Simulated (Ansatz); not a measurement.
## fcc Ir

These are LDA (plane waves, PAW; Ansatz, a quantum-chemistry and plane-wave program) values and carry that method's errors.

Numerical settings: plane-wave cutoff 500 eV, 24×24×1 k mesh (along the axes of the cell as run), Fermi–Dirac smearing 0.1 eV, scalar-relativistic PAW data made under PBE.

Cell: relaxed at this level.

```
Item                                  Value
--------------------------------  ---------
surface energy of the (111) face  2.85 J/m²
work function of the (111) face     5.84 eV
```

The slab of 6 atoms is relaxed and unreconstructed.

Spin–orbit coupling is not included.
